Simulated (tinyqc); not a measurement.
Worked calculation: CCSD on RHF in the sto-6g basis, frozen core, for H2O, spin multiplicity 1. One step of it, computed by the program tinyqc.

Question. Integrals over molecular orbitals. (pq|rs) = sum C_ip C_jq C_kr C_ls (ij|kl), one index at a time.

coefficients C:
```
              MO1        MO2        MO3        MO4       MO5        MO6        MO7
1O 1s    0.996881  -0.229421   0.015024   0.078387  0.000000   0.096491  -0.027670
1O 2s    0.014006   0.901958  -0.084091  -0.431431  0.000000  -0.606325   0.193220
1O 2px   0.000000   0.000000   0.000000   0.000000  1.000000   0.000000   0.000000
1O 2py   0.000316   0.017216   0.594099  -0.046746  0.000000   0.189618   0.903577
1O 2pz   0.002075   0.070069   0.065459   0.767552  0.000000  -0.673711   0.157860
2H 1s   -0.002906   0.149662   0.468782   0.287882  0.000000   0.544495  -0.868890
3H 1s   -0.002359   0.121932  -0.429480   0.379158  0.000000   0.813871   0.513472
```

core Hamiltonian H = T + V (hartree):
```
             1O 1s      1O 2s     1O 2px     1O 2py     1O 2pz      2H 1s      3H 1s
1O 1s   -32.857546  -7.261445   0.000000  -0.001592  -0.012525  -1.270010  -1.021677
1O 2s    -7.261445  -9.080063   0.000000  -0.016990  -0.145590  -2.906907  -2.465022
1O 2px    0.000000   0.000000  -7.336172   0.000000   0.000000   0.000000   0.000000
1O 2py   -0.001592  -0.016990   0.000000  -7.452229  -0.007915  -1.787536   1.561286
1O 2pz   -0.012525  -0.145590   0.000000  -0.007915  -7.384506  -1.188144  -1.040218
2H 1s    -1.270010  -2.906907   0.000000  -1.787536  -1.188144  -4.523420  -0.798416
3H 1s    -1.021677  -2.465022   0.000000   1.561286  -1.040218  -0.798416  -4.248730
```

Two-electron integrals (ij|kl) in chemists' order, unique and non-zero (hartree):
```
(11|11) 4.787491    (21|11) 0.675884    (21|21) 0.121505    (22|11) 1.117379
(22|21) 0.249212    (22|22) 0.817383    (31|31) 0.025762    (32|31) 0.039145
(32|32) 0.180664    (33|11) 1.117381    (33|21) 0.249212    (33|22) 0.817382
(33|33) 0.880663    (41|41) 0.025762    (42|41) 0.039145    (42|42) 0.180664
(43|43) 0.047461    (44|11) 1.117381    (44|21) 0.249212    (44|22) 0.817382
(44|33) 0.785741    (44|44) 0.880663    (51|51) 0.025762    (52|51) 0.039145
(52|52) 0.180664    (53|53) 0.047461    (54|54) 0.047461    (55|11) 1.117381
(55|21) 0.249212    (55|22) 0.817382    (55|33) 0.785741    (55|44) 0.785741
(55|55) 0.880663    (61|11) 0.125038    (61|21) 0.021553    (61|22) 0.043268
(61|33) 0.043175    (61|41) 0.000888    (61|42) 0.001738    (61|44) 0.043371
(61|51) 0.000573    (61|52) 0.001122    (61|54) 0.000126    (61|55) 0.043257
(61|61) 0.003897    (62|11) 0.315392    (62|21) 0.071383    (62|22) 0.260673
(62|33) 0.256268    (62|41) 0.004817    (62|42) 0.036132    (62|44) 0.265598
(62|51) 0.003108    (62|52) 0.023317    (62|54) 0.006021    (62|55) 0.260153
(62|61) 0.012743    (62|62) 0.105180    (63|31) 0.007779    (63|32) 0.044291
(63|43) 0.007387    (63|53) 0.004767    (63|63) 0.014548    (64|11) 0.195964
(64|21) 0.044967    (64|22) 0.175107    (64|33) 0.167321    (64|41) 0.010404
(64|42) 0.066971    (64|44) 0.188154    (64|51) 0.001694    (64|52) 0.014636
(64|54) 0.008677    (64|55) 0.169844    (64|61) 0.008378    (64|62) 0.085883
(64|64) 0.083848    (65|11) 0.126463    (65|21) 0.029019    (65|22) 0.113003
(65|33) 0.107978    (65|41) 0.001694    (65|42) 0.014636    (65|44) 0.111888
(65|51) 0.008872    (65|52) 0.053736    (65|54) 0.009911    (65|55) 0.119141
(65|61) 0.005406    (65|62) 0.055423    (65|64) 0.044721    (65|65) 0.043409
(66|11) 0.471796    (66|21) 0.108768    (66|22) 0.455417    (66|33) 0.437637
(66|41) 0.009153    (66|42) 0.094963    (66|44) 0.475293    (66|51) 0.005907
(66|52) 0.061283    (66|54) 0.024301    (66|55) 0.453319    (66|61) 0.019593
(66|62) 0.237392    (66|64) 0.221016    (66|65) 0.142630    (66|66) 0.774999
(71|11) 0.100453    (71|21) 0.017324    (71|22) 0.034804    (71|33) 0.034730
(71|41) -0.000715   (71|42) -0.001403   (71|44) 0.034886    (71|51) 0.000461
(71|52) 0.000905    (71|54) -0.000100   (71|55) 0.034795    (71|61) 0.003079
(71|62) 0.009861    (71|64) 0.005933    (71|65) 0.004188    (71|66) 0.014977
(71|71) 0.002517    (72|11) 0.265474    (72|21) 0.060142    (72|22) 0.221131
(72|33) 0.217333    (72|41) -0.004066   (72|42) -0.031097   (72|44) 0.225376
(72|51) 0.002624    (72|52) 0.020069    (72|54) -0.005191   (72|55) 0.220683
(72|61) 0.010327    (72|62) 0.069769    (72|64) 0.039710    (72|65) 0.035810
(72|66) 0.126113    (72|71) 0.008639    (72|72) 0.077365    (73|31) 0.006395
(73|32) 0.036930    (73|43) -0.006289   (73|53) 0.004058    (73|63) 0.009103
(73|73) 0.010407    (74|11) -0.169701   (74|21) -0.038960   (74|22) -0.152688
(74|33) -0.146024   (74|41) 0.008640    (74|42) 0.056731    (74|44) -0.163836
(74|51) -0.001449   (74|52) -0.012779   (74|54) 0.007437    (74|55) -0.148204
(74|61) -0.006407   (74|62) -0.041307   (74|64) -0.015083   (74|65) -0.020750
(74|66) -0.068895   (74|71) -0.005827   (74|72) -0.064904   (74|74) 0.064152
(75|11) 0.109517    (75|21) 0.025143    (75|22) 0.098538    (75|33) 0.094237
(75|41) -0.001449   (75|42) -0.012779   (75|44) 0.097616    (75|51) 0.007330
(75|52) 0.045177    (75|54) -0.008469   (75|55) 0.103761    (75|61) 0.004501
(75|62) 0.036509    (75|64) 0.020430    (75|65) 0.027513    (75|66) 0.071652
(75|71) 0.003760    (75|72) 0.041886    (75|74) -0.034684   (75|75) 0.032791
(76|11) 0.079337    (76|21) 0.018134    (76|22) 0.071671    (76|33) 0.070184
(76|41) -0.000033   (76|42) -0.000372   (76|44) 0.071742    (76|51) 0.001267
(76|52) 0.011271    (76|54) -0.000083   (76|55) 0.073088    (76|61) 0.003190
(76|62) 0.027966    (76|64) 0.019759    (76|65) 0.016638    (76|66) 0.064272
(76|71) 0.002569    (76|72) 0.024393    (76|74) -0.018028   (76|75) 0.014846
(76|76) 0.009460    (77|11) 0.437598    (77|21) 0.100964    (77|22) 0.426474
(77|33) 0.410517    (77|41) -0.008063   (77|42) -0.086361   (77|44) 0.444313
(77|51) 0.005203    (77|52) 0.055734    (77|54) -0.021810   (77|55) 0.424592
(77|61) 0.017293    (77|62) 0.139660    (77|64) 0.073805    (77|65) 0.077522
(77|66) 0.273826    (77|71) 0.014609    (77|72) 0.197635    (77|74) -0.188707
(77|75) 0.121783    (77|76) 0.064272    (77|77) 0.774999
```

Give: one-electron integrals over orbitals h = C^T H C; Two-electron integrals over orbitals.

Answer.

one-electron integrals over orbitals h = C^T H C (hartree):
```
          1        2        3        4        5        6        7
1  -32.8450   0.5828  -0.0378  -0.1894   0.0000  -0.2498   0.0720
2    0.5828  -7.5897   0.0668   0.5300   0.0000   1.1438  -0.3485
3   -0.0378   0.0668  -5.9292  -0.1449   0.0000  -0.3646  -1.7665
4   -0.1894   0.5300  -0.1449  -6.5601   0.0000   1.3419  -0.1032
5    0.0000   0.0000   0.0000   0.0000  -7.3362   0.0000   0.0000
6   -0.2498   1.1438  -0.3646   1.3419   0.0000  -5.2050  -0.0614
7    0.0720  -0.3485  -1.7665  -0.1032   0.0000  -0.0614  -5.5268
```

Two-electron integrals over orbitals (pq|rs), unique and non-zero (hartree); the lowest 1 orbital is frozen and left out:
```
(22|22) 0.7273     (32|22) 0.0044     (32|32) 0.1276     (33|22) 0.6063
(33|32) -0.0013    (33|33) 0.5835     (42|22) -0.0301    (42|32) 0.0049
(42|33) 0.0015     (42|42) 0.1302     (43|22) 0.0157     (43|32) 0.0286
(43|33) 0.0097     (43|42) -0.0146    (43|43) 0.0570     (44|22) 0.6648
(44|32) -0.0165    (44|33) 0.5601     (44|42) -0.0918    (44|43) 0.0114
(44|44) 0.6999     (52|52) 0.1526     (53|52) -0.0077    (53|53) 0.0262
(54|52) -0.0401    (54|53) 0.0038     (54|54) 0.0460     (55|22) 0.7594
(55|32) -0.0104    (55|33) 0.5944     (55|42) -0.0767    (55|43) 0.0188
(55|44) 0.6899     (55|55) 0.8807     (62|22) -0.1223    (62|32) 0.0150
(62|33) -0.0596    (62|42) -0.0368    (62|43) -0.0048    (62|44) -0.0618
(62|55) -0.1333    (62|62) 0.0897     (63|22) 0.0395     (63|32) 0.0380
(63|33) 0.0249     (63|42) -0.0128    (63|43) 0.0419     (63|44) 0.0179
(63|55) 0.0422     (63|62) -0.0164    (63|63) 0.0831     (64|22) -0.1357
(64|32) -0.0122    (64|33) -0.0492    (64|42) 0.0420     (64|43) -0.0192
(64|44) -0.1298    (64|55) -0.1528    (64|62) 0.0592     (64|63) -0.0378
(64|64) 0.1034     (65|52) -0.0489    (65|53) 0.0065     (65|54) -0.0073
(65|65) 0.0324     (66|22) 0.5747     (66|32) -0.0320    (66|33) 0.5359
(66|42) 0.0462     (66|43) -0.0265    (66|44) 0.5405     (66|55) 0.5637
(66|62) -0.0818    (66|63) -0.0196    (66|64) -0.0411    (66|66) 0.5834
(72|22) 0.0391     (72|32) 0.0561     (72|33) 0.0089     (72|42) -0.0016
(72|43) -0.0243    (72|44) 0.0260     (72|55) 0.0404     (72|62) -0.0070
(72|63) -0.0230    (72|64) -0.0193    (72|66) 0.0204     (72|72) 0.0731
(73|22) 0.1685     (73|32) -0.0261    (73|33) 0.0870     (73|42) -0.0682
(73|43) 0.0018     (73|44) 0.1448     (73|55) 0.2011     (73|62) -0.0639
(73|63) 0.0093     (73|64) -0.0934    (73|66) 0.0526     (73|72) 0.0237
(73|73) 0.1569     (74|22) 0.0061     (74|32) -0.0649    (74|33) 0.0038
(74|42) 0.0035     (74|43) -0.0119    (74|44) 0.0156     (74|55) 0.0112
(74|62) -0.0138    (74|63) -0.0509    (74|64) 0.0087     (74|66) 0.0302
(74|72) -0.0147    (74|73) 0.0242     (74|74) 0.0633     (75|52) 0.0142
(75|53) 0.0229     (75|54) -0.0013    (75|65) -0.0020    (75|75) 0.0264
(76|22) -0.0027    (76|32) -0.0786    (76|33) 0.0013     (76|42) -0.0113
(76|43) -0.0574    (76|44) 0.0183     (76|55) 0.0059     (76|62) 0.0029
(76|63) -0.0620    (76|64) 0.0186     (76|66) 0.0382     (76|72) 1.84e-04
(76|73) 0.0302     (76|74) 0.0495     (76|76) 0.0987     (77|22) 0.6135
(77|32) 0.0387     (77|33) 0.5777     (77|42) -0.0205    (77|43) 0.0325
(77|44) 0.5722     (77|55) 0.6114     (77|62) -0.0586    (77|63) 0.0535
(77|64) -0.0654    (77|66) 0.5232     (77|72) 0.0200     (77|73) 0.0891
(77|74) -0.0241    (77|76) -0.0382    (77|77) 0.6164
```
